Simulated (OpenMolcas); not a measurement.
# How basis sets differ on CH2P2 (SMILES P#CP)

CH2P2 has 5 atoms, charge 0, and is taken as a singlet. As SMILES, `P#CP`. The coordinates come from a GFN2-xTB relaxation.

| atom | x (Å) | y (Å) | z (Å) |
| --- | --- | --- | --- |
| P | -0.1843 | -1.5262 | 1.8555 |
| C | -0.1794 | -0.4633 | 0.7115 |
| P | -0.3452 | 0.8380 | -0.4454 |
| H | -0.3139 | 0.0252 | -1.5859 |
| H | 1.0227 | 1.1262 | -0.5357 |

Each level gives the dipole moment (D). The values are calculated.

```json
{"level": "HF/STO-3G", "kind": "Hartree–Fock", "program": "OpenMolcas", "value (D)": "0.51", "CPU time": "1.8 s"}
{"level": "HF/3-21G", "kind": "Hartree–Fock", "program": "OpenMolcas", "value (D)": "1.07", "CPU time": "2 s"}
{"level": "HF/def2-SVP", "kind": "Hartree–Fock", "program": "OpenMolcas", "value (D)": "0.73", "CPU time": "3.2 s"}
{"level": "HF/def2-TZVP", "kind": "Hartree–Fock", "program": "OpenMolcas", "value (D)": "0.66", "CPU time": "21 s"}
```

The values span 0.51 to 1.07 D. Magnitudes only: a small dipole may point the other way at some levels. Sets without polarisation functions give poor dipoles. CPU times are rough (shared hosts, several kinds of processor): they show what a rung costs within a factor of a few.
